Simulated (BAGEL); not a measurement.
# AlHOF (SMILES [O][AlH][F]): ROHF/def2-TZVPP (density fitting with qzvpp-jkfit)

What is the vertical doublet–quartet gap of AlHOF at ROHF/def2-TZVPP (density fitting with qzvpp-jkfit)? 

Program for the calculation: BAGEL 1.2.2.

2 further runs of the same task are left out: 2 that didn't finish.

### Step 1. The structure to begin with

AlHOF: 4 atoms, total charge 0, spin state doublet. SMILES: `[O][AlH][F]`. The coordinates come from a PBE0-D4/def2-TZVP relaxation.

Bond lengths: O1–Al2 1.731 Å, Al2–F3 1.641 Å, Al2–H4 1.564 Å. Angles: O1–Al2–F3 117.5°, O1–Al2–H4 119.2°, F3–Al2–H4 123.3°.

### Step 2. A single-point energy at ROHF/def2-TZVPP (density fitting with qzvpp-jkfit)

input.json

```json
{ "bagel" : [

{
  "title" : "molecule",
  "basis" : "tzvpp",
  "df_basis" : "qzvpp-jkfit",
  "angstrom" : "true",
  "geometry" : [
    { "atom" : "O", "xyz" : [   -0.128300,   -1.061600,    1.299400 ] },
    { "atom" : "Al", "xyz" : [    0.038200,    0.026100,   -0.037000 ] },
    { "atom" : "F", "xyz" : [   -1.126500,   -0.010300,   -1.192200 ] },
    { "atom" : "H", "xyz" : [    1.272100,    0.985600,   -0.090400 ] }
  ]
},
{
  "title" : "rohf",
  "nopen" : 1
},
{
  "title" : "print",
  "file" : "orbitals.molden",
  "orbitals" : "true"
}

]}
```

Launch:

```console
$ BAGEL_NUM_THREADS=1 BAGEL input.json > input.out
```

Log:

```text
* using 1 threads per process

  ===============================================================
  ===============================================================

  *** Geometry ***

  { "atom" : "O", "xyz" : [     -0.242452,     -2.006133,      2.455510 ] },
  { "atom" : "Al", "xyz" : [      0.072188,      0.049322,     -0.069920 ] },
  { "atom" : "F", "xyz" : [     -2.128776,     -0.019464,     -2.252931 ] },
  { "atom" : "H", "xyz" : [      2.403921,      1.862514,     -0.170831 ] },

  Number of auxiliary basis functions:      300

  Since a DF basis is specified, we compute 2- and 3-index integrals:
    o Being stored without compression. Storage requirement is 0.033 GB

  Number of basis functions:      118
  Number of electrons      :       31

    * METHOD: MOLECULE                             0.11

  *** Open-shell HF ***

  === Nuclear Repulsion ===
    90.3172773721

      * DIIS with orbital gradients will be used.

  === ROHF iteration (tzvpp) ===
      0       -416.22691957          0.06103003           0.09
      1       -415.52376172          0.09821400           0.10
      2       -415.37282934          0.09436957           0.09
      3       -416.86209538          0.01193479           0.07
      4       -416.91427610          0.00761738           0.08
      5       -416.93481301          0.00440245           0.08
      6       -416.94469824          0.00167455           0.08
      7       -416.94653201          0.00119525           0.08
      8       -416.94858937          0.00108313           0.08
      9       -416.95240836          0.00086426           0.09
     10       -416.95606750          0.00059110           0.09
     11       -416.95681325          0.00034246           0.08
     12       -416.95721597          0.00015702           0.08
     13       -416.95730653          0.00011616           0.08
     14       -416.95732030          0.00002618           0.07
     15       -416.95731997          0.00000952           0.09
     16       -416.95732026          0.00000331           0.10
     17       -416.95732037          0.00000131           0.09
     18       -416.95732038          0.00000078           0.07
     19       -416.95732038          0.00000039           0.08
     20       -416.95732038          0.00000020           0.08
     21       -416.95732038          0.00000010           0.09
     22       -416.95732038          0.00000003           0.08
     23       -416.95732038          0.00000002           0.08
     24       -416.95732038          0.00000002           0.08
     25       -416.95732038          0.00000002           0.08
     26       -416.95732038          0.00000001           0.08
     27       -416.95732038          0.00000001           0.08
     28       -416.95732038          0.00000001           0.07
     29       -416.95732038          0.00000001           0.07
     30       -416.95732038          0.00000001           0.08
    * SCF iteration converged.

    * S^2 (ROHF) is 0.7500

    * Permanent dipole moment:
           (   -0.425644,    -0.392332,     0.103739) a.u.

    * METHOD: ROHF                                 2.67

    * METHOD: PRINT                                0.02

  ===============================================================
```

Wall time 3.9 s (1 thread of Intel Xeon 6975P-C (Granite Rapids), shared host); peak memory 0.098 GiB.

### Step 3. The quartet at the same level

input.json

```json
{ "bagel" : [

{
  "title" : "molecule",
  "basis" : "tzvpp",
  "df_basis" : "qzvpp-jkfit",
  "angstrom" : true,
  "geometry" : [
    { "atom" : "O", "xyz" : [      -0.128300,      -1.061600,       1.299400 ] },
    { "atom" : "Al", "xyz" : [       0.038200,       0.026100,      -0.037000 ] },
    { "atom" : "F", "xyz" : [      -1.126500,      -0.010300,      -1.192200 ] },
    { "atom" : "H", "xyz" : [       1.272100,       0.985600,      -0.090400 ] }
  ]
},

{ "title" : "rohf", "nopen" : 3 },

{ "title" : "print", "file" : "orbitals.molden", "orbitals" : true }

]}
```

Launch:

```console
$ BAGEL_NUM_THREADS=1 BAGEL input.json > input.out
```

Log:

```text
* using 1 threads per process

  ===============================================================
  ===============================================================

  *** Geometry ***

  { "atom" : "O", "xyz" : [     -0.242452,     -2.006133,      2.455510 ] },
  { "atom" : "Al", "xyz" : [      0.072188,      0.049322,     -0.069920 ] },
  { "atom" : "F", "xyz" : [     -2.128776,     -0.019464,     -2.252931 ] },
  { "atom" : "H", "xyz" : [      2.403921,      1.862514,     -0.170831 ] },

  Number of auxiliary basis functions:      300

  Since a DF basis is specified, we compute 2- and 3-index integrals:
    o Being stored without compression. Storage requirement is 0.033 GB

  Number of basis functions:      118
  Number of electrons      :       31

    * METHOD: MOLECULE                             0.12

  *** Open-shell HF ***

  === Nuclear Repulsion ===
    90.3172773721

      * DIIS with orbital gradients will be used.

  === ROHF iteration (tzvpp) ===
      0       -416.40980594          0.04113723           0.10
      1       -416.53120965          0.03331650           0.10
      2       -416.60506802          0.02347803           0.10
      3       -416.67518093          0.00174637           0.10
      4       -416.67793364          0.00123188           0.10
      5       -416.68034249          0.00085221           0.09
      6       -416.68178928          0.00041841           0.07
      7       -416.68222896          0.00025164           0.08
      8       -416.68233723          0.00013274           0.07
      9       -416.68241689          0.00009422           0.07
     10       -416.68244194          0.00006983           0.07
     11       -416.68246514          0.00004690           0.07
     12       -416.68247697          0.00003406           0.07
     13       -416.68248083          0.00003589           0.07
     14       -416.68248050          0.00003516           0.07
     15       -416.68247877          0.00002948           0.08
     16       -416.68247778          0.00002089           0.08
     17       -416.68247698          0.00001491           0.07
     18       -416.68247663          0.00001168           0.08
     19       -416.68247689          0.00001073           0.07
     20       -416.68247694          0.00001075           0.07
     21       -416.68247697          0.00001078           0.09
     22       -416.68247705          0.00001140           0.08
     23       -416.68247679          0.00000931           0.08
     24       -416.68247691          0.00000700           0.08
     25       -416.68247720          0.00000438           0.08
     26       -416.68247699          0.00000286           0.08
     27       -416.68247694          0.00000178           0.07
     28       -416.68247683          0.00000124           0.08
     29       -416.68247693          0.00000125           0.08
     30       -416.68247697          0.00000128           0.09
     31       -416.68247694          0.00000132           0.08
     32       -416.68247695          0.00000134           0.08
     33       -416.68247695          0.00000120           0.09
     34       -416.68247692          0.00000120           0.08
     35       -416.68247696          0.00000119           0.09
     36       -416.68247697          0.00000118           0.08
     37       -416.68247693          0.00000131           0.08
     38       -416.68247695          0.00000070           0.09
     39       -416.68247694          0.00000044           0.08
     40       -416.68247691          0.00000028           0.08
     41       -416.68247693          0.00000014           0.08
     42       -416.68247694          0.00000009           0.08
     43       -416.68247695          0.00000006           0.08
     44       -416.68247695          0.00000005           0.07
     45       -416.68247695          0.00000004           0.07
     46       -416.68247695          0.00000005           0.08
     47       -416.68247695          0.00000005           0.08
     48       -416.68247695          0.00000005           0.08
     49       -416.68247695          0.00000005           0.08
     50       -416.68247694          0.00000004           0.08
     51       -416.68247695          0.00000004           0.08
     52       -416.68247695          0.00000004           0.08
     53       -416.68247695          0.00000004           0.08
     54       -416.68247695          0.00000004           0.07
     55       -416.68247695          0.00000004           0.07
     56       -416.68247695          0.00000004           0.08
     57       -416.68247695          0.00000003           0.07
     58       -416.68247695          0.00000002           0.08
     59       -416.68247695          0.00000001           0.07
     60       -416.68247695          0.00000001           0.08
     61       -416.68247695          0.00000001           0.08
    * SCF iteration converged.

    * S^2 (ROHF) is 3.7500

    * Permanent dipole moment:
           (   -1.545667,    -1.115757,    -0.051597) a.u.

    * METHOD: ROHF                                 5.04

    * METHOD: PRINT                                0.02

  ===============================================================
```

Run time: 6.3 s. Hardware: 1 thread of Intel Xeon 6975P-C (Granite Rapids), shared host; peak memory 0.1 GiB.

### Step 4. What came out

At ROHF/def2-TZVPP (density fitting with qzvpp-jkfit):

| quantity | value |
| --- | --- |
| doublet: total energy | -416.95732 Eh |
| doublet: dipole moment | 1.49 D |
| doublet: ⟨S²⟩ | 0.750 |
| quartet: total energy | -416.68248 Eh |
| quartet: dipole moment | 4.85 D |
| quartet: ⟨S²⟩ | 3.750 |
| vertical energy of the quartet above the doublet | 7.479 eV |

At this shape the quartet lies 7.48 eV (722 kJ/mol) above the doublet.
